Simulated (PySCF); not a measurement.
# LiS: the cost of one run

Method: method and basis as typed in the scripts; program: PySCF 2.14.0.

4 further runs of the same task are left out: 4 that didn't finish.

## Step 1: Where the work starts

LiS: 2 atoms, charge 0, spin multiplicity 2.

Bond lengths: Li1–S2 2.217 Å.

## Step 2: Base script

Contents of input.py:

```python
from pyscf import gto, scf, cc

mol = gto.M(
    atom='Li 0 0 0; S 0 0 2.217',
    basis='6-31g*',
    charge=0,
    spin=1,
    verbose=3,
)
mf = scf.UHF(mol)
mf = mf.density_fit(auxbasis='def2-universal-jkfit')
mf.kernel()
mycc = cc.CCSD(mf, frozen=5)
mycc.kernel()
mycc.ccsd_t()
mf.dip_moment()
print('orbital energies (hartree):', [e[max(0, n-3):n+3].round(4) for e, n in zip(mf.mo_energy, mol.nelec)])
```

Started as:

```sh
$ OMP_NUM_THREADS=1 python input.py
```

What time and memory should one allow on 1 thread of AMD EPYC 7B13, shared host?

About 3.3 s, with a peak of 0.11 GiB.
